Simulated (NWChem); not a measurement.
**One shape, several levels: C2H2S (ethynethiol)**

Aim: a comparison of 6 runs (HF/STO-3G, HF/def2-TZVP, BP86/6-311G**, B3LYP/6-31G*, wB97X/aug-cc-pVDZ, MP2/def2-SVPD) of C2H2S (ethynethiol). 

Program for the calculation: NWChem 7.3.0.

**1. The structure to begin with**

The species is C2H2S (5 atoms), meant as a singlet with charge 0. SMILES: `C#CS`. The coordinates come from a PBE0-D4/def2-TZVP relaxation.

Bond lengths: C1–C2 1.204 Å, C2–S3 1.679 Å, C1–H4 1.064 Å, S3–H5 1.346 Å. Angles: C1–C2–S3 175.2°, C2–C1–H4 179.3°, C2–S3–H5 96.7°.

**2. Energy and gradient at HF/STO-3G (run 1)**

mymol.nw

```
start mymol
title "C2H2S"
memory stack 880 mb heap 220 mb global 1100 mb
charge 0

geometry units bohr noautosym nocenter noautoz
  C     -2.26162423    -0.64628633     0.00359048
  C      0.00132281    -0.42273173     0.04932185
  S      3.17266119    -0.37340988     0.15760316
  H     -4.26473392    -0.81900730    -0.04119603
  H      3.44667148     2.12235141    -0.24755412
end

basis spherical bse
  * library STO-3G
end

scf
  thresh 1e-08
  maxiter 80
  noprint "final vectors analysis"
end

task scf gradient
```

Run with:

```bash
$ nwchem mymol.nw > mymol.out
```

The log of the run:

```text
[...]
  functions       =    21
[...]
  wavefunction    = RHF
[...]
         Total SCF energy =   -469.041006181234
      One-electron energy =   -806.007206311795
      Two-electron energy =    257.966818539583
 Nuclear repulsion energy =     78.999381590978
        Time for solution =      0.5s
[...]
                         RHF ENERGY GRADIENTS
    atom               coordinates                        gradient
                 x          y          z           x          y          z
   1 C      -2.261624  -0.646286   0.003590   -0.088349  -0.010220  -0.001532
   2 C       0.001323  -0.422732   0.049322    0.115985   0.010760   0.002455
   3 S       3.172661  -0.373410   0.157603   -0.030533  -0.007694   0.000161
   4 H      -4.264734  -0.819007  -0.041196    0.000677  -0.000033   0.000029
   5 H       3.446671   2.122351  -0.247554    0.002221   0.007187  -0.001114
[...]
```

Wall time 1.2 s (1 thread of Intel Xeon Platinum 8488C (Sapphire Rapids), shared host); peak memory 0.097 GiB.

**3. Energy and forces at HF/def2-TZVP (run 2)**

job.xyz

```xyz
5

C     -1.196800    -0.342000     0.001900
C      0.000700    -0.223700     0.026100
S      1.678900    -0.197600     0.083400
H     -2.256800    -0.433400    -0.021800
H      1.823900     1.123100    -0.131000
```

run.py

```python
from ase.io import read
from ase.calculators.nwchem import NWChem

atoms = read('job.xyz')

calc = NWChem(
    label='job',
    theory='scf',
    memory='2200 mb',
    basis='def2-TZVP',
    basispar='spherical bse',
    scf={'nopen': '0', 'rhf': None, 'thresh': '1e-08', 'maxiter': '80', 'print': 'low'},
)
atoms.calc = calc

forces = atoms.get_forces()
print(f"energy = {atoms.get_potential_energy():.6f} eV")
print("forces (eV/A):")
for s, f in zip(atoms.symbols, forces):
    print(f"{s:2s} {f[0]:10.5f} {f[1]:10.5f} {f[2]:10.5f}")
```

Run with:

```bash
$ export ASE_NWCHEM_COMMAND="nwchem PREFIX.nwi > PREFIX.nwo"
$ python run.py
```

The log of the run:

```text
energy = -12908.917608 eV
forces (eV/A):
C     1.88873    0.22600    0.03137
C    -2.79232   -0.34622   -0.04443
S     0.50311    0.55546   -0.07405
H     0.38582    0.03425    0.00848
H     0.01460   -0.46943    0.07862
```

The calculator wrote job.nwi:

```
title "job"

permanent_dir job

scratch_dir job

start job

geometry units angstrom nocenter noautosym noautoz
  C  -1.1968000000000001e+00 -3.4200000000000003e-01 1.9000000000000000e-03
  C  6.9999999999999999e-04 -2.2370000000000001e-01 2.6100000000000002e-02
  S  1.6789000000000001e+00 -1.9760000000000000e-01 8.3400000000000002e-02
  H  -2.2568000000000001e+00 -4.3340000000000001e-01 -2.1800000000000000e-02
  H  1.8239000000000001e+00 1.1231000000000000e+00 -1.3100000000000001e-01
end

memory 2200 mb

basis spherical bse noprint
   * library def2-TZVP
end

scf
  nopen 0
  rhf
  thresh 1e-08
  maxiter 80
  print low
end

task scf gradient
```

job.nwo:

```text
Northwest Computational Chemistry Package (NWChem) 7.3.0
             --------------------------------------------------------

           Job information
           ---------------

    nwchem branch   = 7.3.0
    use scalapack   = T
    input           = job.nwi
    prefix          = job.
    data base       = job/job.db
    status          = startup
    nproc           =        1

           Memory information
           ------------------

[... 5 lines left out ...]
    hardfail = no
[... 100 lines left out ...]
       Final RHF  results
[... 3 lines left out ...]
      One-electron energy =   -809.282131172062
[... 1 line left out ...]
 Nuclear repulsion energy =     78.999387298033
[... 6 lines left out ...]
                         RHF ENERGY GRADIENTS

    atom               coordinates                        gradient
                 x          y          z           x          y          z
   1 C      -2.261624  -0.646286   0.003590   -0.036730  -0.004395  -0.000610
   2 C       0.001323  -0.422732   0.049322    0.054302   0.006733   0.000864
   3 S       3.172661  -0.373410   0.157603   -0.009784  -0.010802   0.001440
   4 H      -4.264734  -0.819007  -0.041196   -0.007503  -0.000666  -0.000165
   5 H       3.446671   2.122351  -0.247554   -0.000284   0.009129  -0.001529

 Task  times  cpu:       33.2s     wall:       33.2s
 Total times  cpu:       33.2s     wall:       33.2s
```

Wall time 35 s (1 thread of Intel Xeon Platinum 8488C (Sapphire Rapids), shared host); peak memory 0.11 GiB.

**4. Energy and gradient at BP86/6-311G(d,p) (run 3)**

geom.xyz

```xyz
5

C     -1.196800    -0.342000     0.001900
C      0.000700    -0.223700     0.026100
S      1.678900    -0.197600     0.083400
H     -2.256800    -0.433400    -0.021800
H      1.823900     1.123100    -0.131000
```

geom.nw

```
start geom
memory 2200 mb

geometry units angstrom noautosym nocenter noautoz
   load format xyz geom.xyz
end

basis spherical bse
   C library 6-311G**
   S library 6-311G**
   H library 6-311G**
end

dft
   xc becke88 perdew86
   grid xfine
   convergence energy 1e-08
   maxiter 100
   mulliken
   print low
end

task dft gradient
```

Run with:

```bash
$ nwchem geom.nw > geom.out
```

The log of the run:

```text
[...]
 d= 0,ls=0.0,diis     1   -475.5380420389 -5.55D+02  1.01D-02  1.19D+00     1.5
[...]
 d= 0,ls=0.0,diis    12   -475.5904478495 -4.12D-10  1.06D-07  9.84D-11    15.1
         Total DFT energy =     -475.590447849452
      One electron energy =     -809.838552185723
           Coulomb energy =      292.526639495897
    Exchange-Corr. energy =      -37.277922457660
 Nuclear repulsion energy =       78.999387298033
[...]
      Total Density - Mulliken Population Analysis
     ---------------------------------------------
    Atom       Charge   Shell Charges
 -----------   ------   -------------------------------------------------------
    1 C    6     6.12   1.11  0.88  0.66  0.79  1.35  0.55  0.76  0.03
    2 C    6     6.20   1.11  0.88  0.65  0.78  1.42  0.50  0.81  0.04
    3 S   16    15.91   0.78  1.19  0.93  1.06  1.12  0.79  1.86  4.01  1.07  2.50  0.52  0.08
    4 H    1     0.88   0.26  0.49  0.09  0.03
    5 H    1     0.89   0.24  0.54  0.07  0.03
[...]
                         DFT ENERGY GRADIENTS
    atom               coordinates                        gradient
                 x          y          z           x          y          z
   1 C      -2.261624  -0.646286   0.003590    0.021577   0.002858   0.000317
   2 C       0.001323  -0.422732   0.049322   -0.013983  -0.002650  -0.000074
   3 S       3.172661  -0.373410   0.157603   -0.010389   0.008070  -0.001723
   4 H      -4.264734  -0.819007  -0.041196    0.004320   0.000199   0.000126
   5 H       3.446671   2.122351  -0.247554   -0.001525  -0.008477   0.001355
 Task  times  cpu:       17.9s     wall:       17.9s
 Total times  cpu:       17.9s     wall:       17.9s
```

Run time: 19 s. Hardware: 1 thread of Intel Xeon Platinum 8488C (Sapphire Rapids), shared host; peak memory 0.13 GiB.

Runs 4 to 5 aren't shown in full; the table further down has their settings and results.

**5. Energy and gradient at MP2/def2-SVPD (run 6)**

sp.nw

```
start sp
title "C2H2S gradient"
memory 2200 mb
charge 0

geometry units angstrom noautosym nocenter noautoz
  C    -1.196800   -0.342000    0.001900
  C     0.000700   -0.223700    0.026100
  S     1.678900   -0.197600    0.083400
  H    -2.256800   -0.433400   -0.021800
  H     1.823900    1.123100   -0.131000
end

basis spherical bse
  * library def2-SVPD
end

scf
  thresh 1e-08
  maxiter 80
end

mp2
  freeze core 7
  tight
end

task mp2 gradient
```

Run with:

```bash
$ nwchem sp.nw > sp.out
```

The log of the run:

```text
[...]
  functions       =    83
[...]
  wavefunction    = RHF
[...]
         Total SCF energy =   -474.173027690566
      One-electron energy =   -808.762279818113
      Two-electron energy =    255.589864829514
 Nuclear repulsion energy =     78.999387298033
        Time for solution =      8.4s
[...]
          Total MP2 energy          -474.575231438267
[...]
                         mp2 ENERGY GRADIENTS
    atom               coordinates                        gradient
                 x          y          z           x          y          z
   1 C      -2.261624  -0.646286   0.003590    0.045974   0.004143   0.000999
   2 C       0.001323  -0.422732   0.049322   -0.036466  -0.004430  -0.000603
   3 S       3.172661  -0.373410   0.157603   -0.015911  -0.000351  -0.000524
   4 H      -4.264734  -0.819007  -0.041196    0.006494   0.000724   0.000118
   5 H       3.446671   2.122351  -0.247554   -0.000092  -0.000086   0.000011
[...]
```

Run time: 22 s. Hardware: 1 thread of Intel Xeon Platinum 8488C (Sapphire Rapids), shared host; peak memory 0.19 GiB.

**6. The series**

| run | level | iteration cap | module | energy (Eh) | dipole moment (D) | largest force (eV/Å) | wall time |
| --- | --- | --- | --- | --- | --- | --- | --- |
| 1 | HF/STO-3G | 80 | scf | -469.041006 | 0.84 | 5.991 | 1.2 s |
| 2 | HF/def2-TZVP | 80 | scf | -474.393976 | – | 2.814 | 35 s |
| 3 | BP86/6-311G** | 100 | dft | -475.590448 | – | 1.119 | 19 s |
| 4 | B3LYP/6-31G* (Cartesian functions) | 100 | dft | -475.514440 | 0.98 | 0.690 | 13 s |
| 5 | wB97X/aug-cc-pVDZ | 100 | dft | -475.504142 | 0.89 | 0.845 | 89 s |
| 6 | MP2/def2-SVPD | 80 | mp2 | -474.575231 | 0.85 | 2.374 | 22 s |

**7. Outcome**

```
                                                      quantity          value
                                           run 6: total energy  -474.57523 Eh
run 6: dipole moment (of the density that the program reports)         0.85 D
                    run 6: HOMO energy (Hartree–Fock orbitals)       -9.58 eV
                    run 6: LUMO energy (Hartree–Fock orbitals)        2.11 eV
                  run 6: HOMO–LUMO gap (Hartree–Fock orbitals)       11.69 eV
            run 6: correlation energy (7 core orbitals frozen)     -402.2 mEh
                               run 6: largest force on an atom     2.374 eV/Å
```

Over runs 1, 4, 5, 6 the dipole moment (its size) runs from 0.84 D (HF/STO-3G) to 0.98 D (B3LYP/6-31G*). The two ends differ in method and basis. Totals of different functionals can't be ranked against each other. In run 1 the basis is minimal, so the values are rough. All runs together took 3 min, the longest 89 s.
